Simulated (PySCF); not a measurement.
**A diatomic session: Na2**

One table from this session's results is given with a row withheld; the runs are named, their logs left out.

The runs use PySCF 2.14.0; Na jorge-DZP-DKH, spin-free X2C with a Gaussian nucleus.

Set-up of the first run:

The job is set up so:

```
atoms                         : Na, Na
charge                        : 0
basis                         : Na jorge-DZP-DKH
Hamiltonian                   : spin-free X2C with a Gaussian nucleus
basis functions               : 48
electrons treated             : 22
masses in u                   : 22.9898, 22.9898
levels                        : PBE0, PBE, r²SCAN, B2PLYP, PW91, M06, CAM-B3LYP, HF, MP2, SCS-MP2, CCSD, CCSD(T)
grid                          : 80 radial by 434 angular points
occupations                   : held fixed by the projection of orbital angular momentum
dissociation limit            : Na + Na, each in its ground configuration
starting distance in angstrom : 3.150
values of 2S to try           : 0, 2
```

Steps of the session up to this table: Input; PBE0 along the bond; Other states along the same grid; PBE (GGA); r²SCAN; B2PLYP (double hybrid); PW91 (GGA); M06 (hybrid meta-GGA); CAM-B3LYP (range-separated hybrid); RHF; Correlated methods on the Hartree–Fock reference.

One of the session's tables, all rows but one given; the rest of the session is left out.

It belongs to the step «The curves together». Energy (eV) from each level's lowest point:

| R (Å) | RHF | RHF-MP2 | RHF-SCS-MP2 | RHF-CCSD | RHF-CCSD(T) |
| --- | --- | --- | --- | --- | --- |
| 2.653 | 0.192 | 0.158 | 0.162 | n/a | n/a |
| 2.776 | 0.105 | 0.081 | 0.084 | 0.081 | 0.079 |
| 2.900 | 0.047 | 0.032 | 0.035 | 0.032 | 0.032 |
| 2.992 | ? | ? | ? | ? | ? |
| 3.085 | 0.005 | 0.001 | 0.001 | 0.001 | 0.001 |
| 3.178 | 0.000 | 0.000 | 0.000 | 0.000 | 0.000 |
| 3.301 | 0.007 | 0.012 | 0.011 | 0.011 | 0.011 |
| 3.455 | 0.034 | 0.043 | 0.041 | 0.040 | 0.040 |
| 3.640 | 0.087 | 0.100 | 0.095 | 0.091 | 0.091 |
| 3.887 | 0.181 | 0.195 | 0.188 | n/a | n/a |

Estimate the missing values for R (Å) = 2.992.

Worked estimate for «RHF». A straight line through the neighbours (2.900, 0.047) and (3.085, 0.005) gives 0.047 + (0.005 − 0.047) × (2.992 − 2.900) / (3.085 − 2.900) = 0.026; a parabola fitted to 4 rows on both sides gives 0.020.

The run gave: RHF: 0.020; RHF-MP2: 0.011; RHF-SCS-MP2: 0.012; RHF-CCSD: 0.011; RHF-CCSD(T): 0.011. In «RHF» the line misses by +0.006 and the parabola by 0.000.

State 3 has its PBE0 minimum 1.60 eV higher. The other levels ran on the lowest alone.
